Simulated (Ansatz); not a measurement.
Reaction: CH2F2 (difluoromethane, SMILES FCF) → CH2F2+ (parent SMILES FCF, doublet) + e-
Each species at its own B3LYP-D3(BJ)/def2-TZVP minimum (Ansatz, an electronic-structure program).

Wanted: adiabatic ionisation energy (electronic), in eV. Open shells are spin-unrestricted; no spin-orbit coupling. CBS(X,Y): correlation extrapolated as X^-3, Hartree-Fock from the larger set. A bracket is a step between two methods taken in the basis named. The functionals are non-relativistic, so their misses hold any scalar relativity. Double hybrids freeze cores in their MP2 part. 'core' is core correlation in cc-pwCVTZ, 'X2C' scalar relativity in cc-pVTZ-DK, both at CCSD(T). The spin of CH2F2+ (parent SMILES FCF, doublet) was assumed, and the state is the lowest solution found for it.

CCSD(T)/CBS(cc-pVTZ,cc-pVQZ) + [CCSDT(Q) - CCSD(T)]/cc-pVDZ + core + X2C (Ansatz) gives 12.92 eV.

Q: What does PBE/def2-TZVPD (Ansatz) give here, and how do the other levels compare?

A: PBE gives 12.09 eV, 0.83 eV below it. Differences of the others: r2SCAN/def2-TZVPD (Ansatz) -0.68; PBE0/def2-TZVPD (Ansatz) -0.50; B2PLYP/def2-TZVPD (Ansatz) -0.32; CCSD(T)/CBS(cc-pVTZ,cc-pVQZ) + core + X2C (Ansatz) 0.01 eV.
